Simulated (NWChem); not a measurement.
Total energies of nitrogen (N2)

```
N
N 1 1.1004
```
Charge 0, spin multiplicity 1.

Everything below was run with NWChem. Structure: optimised with B3LYP/def2-SVP, a minimum by its harmonic frequencies.

Basis set: def2-QZVP (114 functions).

```json
[
 {"method": "RHF", "total energy (Ha)": "-108.99175", "relative cost": "1"},
 {"method": "MP2", "total energy (Ha)": "-109.39016", "relative cost": "4"},
 {"method": "B2PLYP", "total energy (Ha)": "-109.51522", "relative cost": "4"},
 {"method": "PBE", "total energy (Ha)": "-109.45806", "relative cost": "under 3"},
 {"method": "B3LYP", "total energy (Ha)": "-109.57880", "relative cost": "under 3"},
 {"method": "M06-2X", "total energy (Ha)": "-109.54248", "relative cost": "under 3"},
 {"method": "CCSD(T)", "total energy (Ha)": "-109.40466", "relative cost": "100"}
]
```

Total energies of different functionals aren't comparable as a measure of quality: only differences taken within one method are. Relative cost: rough, from shared machines, SCF included, RHF = 1.

The correlated methods keep 2 core orbitals frozen. B3LYP has NWChem's definition, with VWN1-RPA local correlation. Coupled-cluster values serve here as a point of comparison, not as the truth.
